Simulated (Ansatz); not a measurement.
# BH₃F (doublet): wave-function methods side by side at distance B1–H4 along a hydrogen transfer = 1.448 Å, cc-pVDZ

Aim: climb from Hartree-Fock through coupled cluster and multireference methods for BH₃F (doublet) at one geometry and basis, and see what each rung misses.

Computed with Ansatz 0.2.0, Gaussian basis. Level: cc-pVDZ, correlated electrons: outside noble gas.

Plan: UHF; CCSD(T) on ROHF; CCSD(T) on UHF; BCCD(T) on ROHF; CISD; CCSDT(Q) on ROHF; CCSDT(Q) on UHF; CASSCF and MRCISD+Q, 3 electrons in 3 orbitals; CASSCF and NEVPT2, 3 electrons in 3 orbitals.

## (1) The geometry

The geometry derives from fragments relaxed apart (PBE0/def2-TZVP) and kept rigid, so it is no stationary point. A hydrogen atom is moved between rigid fragments.

5 atoms, charge 0, spin multiplicity 2.

Atoms are counted from 1 here; the program's logs count them from 0.

Bond lengths: B1–H2 1.193 Å, B1–H3 1.193 Å, B1–H4 1.448 Å. Angles: H2–B1–H3 120.0°, H2–B1–H4 120.0°, H3–B1–H4 120.0°.

In the tables R marks a restricted open-shell determinant and U an unrestricted one; 'pair' is the active space of 3 electrons in 3 orbitals; correlation energies count from the lowest restricted Hartree-Fock solution.

## (2) UHF

File in.yaml:

```yaml
crystal:
  periodic: [false, false, false]
  atoms:
    - {symbol: B, position_ang: [-1.562602, 0.000000, 0.000000]}
    - {symbol: H, position_ang: [-2.159335, 1.033571, 0.000000]}
    - {symbol: H, position_ang: [-2.159335, -1.033571, 0.000000]}
    - {symbol: H, position_ang: [-0.114602, 0.000000, 0.000000]}
    - {symbol: F, position_ang: [1.124398, 0.000000, 0.000000]}
basis:
  gaussian: {orbitals: cc-pVDZ}
magnetization: {spin_polarized: true, initial_magnetization: 1}
hamiltonian: {xc: hf}
output: {orbitals: {seedname: orbitals}}
```

On the command line:

```sh
ansatz run in.yaml --threads 1 --pin off --events-out ev --progress --plain --max-ram 2393MiB
```

Further steps of the session: CCSD(T) on ROHF; CCSD(T) on UHF; BCCD(T) on ROHF; CISD; CCSDT(Q) on ROHF; CCSDT(Q) on UHF; CASSCF and MRCISD+Q, 3 electrons in 3 orbitals; CASSCF and NEVPT2, 3 electrons in 3 orbitals.

Q: Predict the results of all the runs planned. Wanted: correlation energy, UCCSDT(Q); RMP2 from UCCSDT(Q); UMP2 from UCCSDT(Q); RCCSD from UCCSDT(Q); RCCSD(T) from UCCSDT(Q); UCCSD(T) from UCCSDT(Q); RCCSDT(Q) from UCCSDT(Q); T1 diagnostic.

**Answer**, as computed:

| quantity | value |
| --- | --- |
| correlation energy, UCCSDT(Q) | -8.7779 eV |
| RMP2 from UCCSDT(Q) | +785.4 meV |
| UMP2 from UCCSDT(Q) | +1034.4 meV |
| RCCSD from UCCSDT(Q) | +177.8 meV |
| RCCSD(T) from UCCSDT(Q) | +37.2 meV |
| UCCSD(T) from UCCSDT(Q) | +37.8 meV |
| RCCSDT(Q) from UCCSDT(Q) | +0.5 meV |
| levels of the table within 1 kcal/mol (43 meV) | RCCSD(T), UCCSD(T), BCCD(T), RCCSDT, UCCSDT, RCCSDT(Q) |
| T1 diagnostic | 0.019 |

What this shows: RCCSD(T) lands +37.2 meV from the yardstick (0.4 % of the correlation energy). These misses are within one basis, not against nature; the frozen cores of restricted and unrestricted runs differ, which can shift their rows.
